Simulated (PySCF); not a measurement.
## Basis and Hamiltonian dependence of the ionisation energy of N

N [He] 2s2 2p3 (4S) → N⁺ [He] 2s2 2p2 (3P). Calculated with PySCF 2.14 from differences of total energies of unrestricted determinants, without spin-orbit coupling. Values in eV.

```
                                                              basis       Hamiltonian  functions     UHF  r2SCAN    PBE0  MP2 (valence)  CCSD(T) (valence)  CCSD(T) (valence and next inner shell)
                                                             6-31G*  non-relativistic         14  13.962     n/a     n/a         14.424             14.264                                     n/a
                                                           def2-SVP  non-relativistic         14  14.038  14.869     n/a         14.455             14.276                                     n/a
                                                            cc-pVDZ  non-relativistic         14  13.895     n/a  14.642         14.354             14.191                                     n/a
                                                         cc-pVDZ-DK     spin-free X2C         14  13.888  14.766  14.634         14.347             14.185                                     n/a
                                                      jorge-DZP-DKH     spin-free X2C         15  13.928     n/a     n/a         14.361             14.199                                     n/a
                                                     aug-cc-pVDZ-DK     spin-free X2C         23  13.922  14.842  14.726         14.471             14.350                                     n/a
                                                       ANO-RCC-VTZP     spin-free X2C         30  13.894  14.817  14.708         14.586             14.469                                  14.484
                                                       x2c-TZVPPall     spin-free X2C         31  13.891  14.793  14.688         14.557             14.436                                  14.449
                                                         dyall-av2z  non-relativistic         42  13.906  14.822  14.711         14.481             14.356                                     n/a
                                                     aug-cc-pVTZ-DK     spin-free X2C         46  13.890  14.805  14.699         14.584             14.468                                     n/a
                                                      aug-cc-pwCVTZ  non-relativistic         59  13.894  14.805  14.703         14.590             14.474                                  14.500
   aug-cc-pVTZ with one added diffuse shell each of s, p, d, f type  non-relativistic         62  13.896  14.810  14.704         14.589             14.473                                     n/a
                                                         dyall-av3z  non-relativistic         71  13.897  14.816  14.704         14.586             14.472                                     n/a
aug-cc-pVQZ with one added diffuse shell each of s, p, d, f, g type  non-relativistic        105  13.894  14.805  14.702         14.619                n/a                                     n/a
```

Frozen in the all-electron rows: valence: 1s2; valence and next inner shell: nothing.

Reference for a calculation without spin-orbit coupling: 14.545 eV (measured, between term centres; NIST).
